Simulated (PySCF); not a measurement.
Molecule: SMILES CCC, C₃H₈.

Atom-mapped SMILES (the numbers label the heavy atoms): `[CH3:1][CH2:2][CH3:3]`. Hydrogens are named by the atom that carries them.

Geometry PBE0-D3(BJ)/def2-SVP throughout; GIAO in PySCF, gas phase, one conformer, non-relativistic; equivalent atoms averaged; functional PBE0.

Task: How do the absolute shieldings σ depend on the basis set? (ppm; last column core-seconds on shared hosts with different chips, so compare them loosely)

Result: 
| basis set | functions | C2 | C1/C3 | H(C2) | H(C1)/H(C3) | core-s |
| --- | --- | --- | --- | --- | --- | --- |
| STO-3G | 23 | 211.1 | 214.3 | 31.81 | 31.90 | 1.2 |
| 6-31G | 43 | 181.7 | 181.7 | 31.09 | 31.50 | 2.3 |
| pcSseg-0 | 43 | 176.5 | 174.5 | 31.62 | 31.80 | 3.7 |
| 6-31G* | 58 | 176.2 | 176.9 | 30.49 | 30.98 | 2.7 |
| def2-SVP | 82 | 176.3 | 176.7 | 30.15 | 30.51 | 3.3 |
| cc-pVDZ | 82 | 176.2 | 178.4 | 29.99 | 30.40 | 6.6 |
| pcSseg-1 | 91 | 164.9 | 166.2 | 30.01 | 30.32 | 3.6 |
| 6-311+G(2d,p) | 129 | 166.9 | 169.2 | 30.15 | 30.61 | 6 |
| def2-TZVP | 141 | 166.2 | 168.6 | 30.11 | 30.57 | 6.7 |
| aug-cc-pVDZ | 141 | 174.4 | 177.7 | 29.98 | 30.41 | 14 |
| IGLO-III | 185 | 163.2 | 165.6 | 30.01 | 30.46 | 19 |
| cc-pVTZ | 202 | 167.3 | 169.5 | 29.94 | 30.38 | 22 |
| pcSseg-2 | 220 | 163.2 | 165.4 | 29.88 | 30.31 | 12 |

Task: Which nucleus moves most, in ppm?

Result: C1/C3 (methyl carbon): from 165.4 ppm with pcSseg-2 to 214.3 ppm with STO-3G. The smallest spread is 1.59 ppm, at H(C1)/H(C3). Proton shifts span only some 12 ppm, so a few tenths of a ppm matter as much there as several ppm in carbon.

Task: Taking the largest basis, pcSseg-2 (220 functions), as the yardstick, rank the others by their worst heavy-atom deviation.

Result: IGLO-III 0.1 ppm (185 functions), pcSseg-1 1.6 ppm (91 functions), def2-TZVP 3.2 ppm (141 functions), 6-311+G(2d,p) 3.8 ppm (129 functions), cc-pVTZ 4.1 ppm (202 functions), aug-cc-pVDZ 12.2 ppm (141 functions), cc-pVDZ 13.0 ppm (82 functions), 6-31G* 13.0 ppm (58 functions), def2-SVP 13.1 ppm (82 functions), pcSseg-0 13.2 ppm (43 functions), 6-31G 18.5 ppm (43 functions), STO-3G 48.9 ppm (23 functions).

A small basis that lands close on one nucleus may do so by chance; judge by the trend and by all nuclei.
